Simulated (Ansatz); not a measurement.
Consider the substitution at a C–F bond: `FCCCS` + H₂S → `SCCCS` + H–F.

Isolated molecules relaxed with PBE0-D4/def2-TZVP in Ansatz; ΔE leaves out vibrations. CCSD(T)/CBS is the MP2 limit (def2-TZVPP, def2-QZVPP) plus CCSD(T) − MP2 in def2-TZVPP, frozen cores. This one scheme is used for every species. DFT in def2-TZVPP. One conformer a species, not always the lowest.

```csv
level,ΔE (kJ/mol)
ωB97M-V,-19.9
LC-ωPBE,-18.8
```

Q: What does CCSD(T)/CBS give? (An estimate is asked.)

A: Computed: -32.3 kJ/mol. The listed levels differ from it by 12.4, 13.5 kJ/mol.

Largest T1 diagnostic among the species: 0.010.

From r2SCAN to r2SCAN0 (25 % exact exchange), in def2-TZVPP and without D4, ΔE moves by −3.4 kJ/mol. In def2-TZVPP, CCSD(T) changes the Hartree–Fock value by −23.4 kJ/mol (the triples alone add −3.5 kJ/mol) and MP2 by −36.0 kJ/mol.
